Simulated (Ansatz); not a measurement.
Molecule: C4H5 (charge 0, doublet). It need not be the lowest isomer of its formula. 
Coordinates optimised at B3LYP-D3(BJ)/def2-TZVP (Ansatz, a first-principles code):
SMILES: [CH2]C#CC
```xyz
9

C     -0.0030    -0.1564     2.0674
C     -0.0010    -0.0559     0.7061
C      0.0008     0.0323    -0.5132
C      0.0029     0.1519    -1.9587
H     -0.9312    -0.2049     2.6212
H      0.9235    -0.1905     2.6250
H     -0.0047     1.2023    -2.2661
H      0.8918    -0.3120    -2.3930
H     -0.8770    -0.3258    -2.3966
```
Charge 0, spin multiplicity 2.

Basis-set convergence of Hartree-Fock and CCSD correlation energies (hartree) with Ansatz. Cores are frozen in the correlated levels unless marked. Open shells are spin-unrestricted. No spin-orbit coupling. No relativistic terms.

The UHF reference is spin-contaminated (<S^2> 0.19 over the pure value in the largest basis). 

```json
[
 {"basis": "cc-pVDZ", "functions": "81", "E(HF)": "-154.30739", "E(corr, CCSD)": "-0.54237"},
 {"basis": "cc-pVTZ", "functions": "190", "E(HF)": "(withheld)", "E(corr, CCSD)": "(withheld)"}
]
```

**Question.** Fill in the missing entries.

**Answer.** 
- cc-pVTZ, E(HF): -154.35002
- cc-pVTZ, E(corr, CCSD): -0.64575
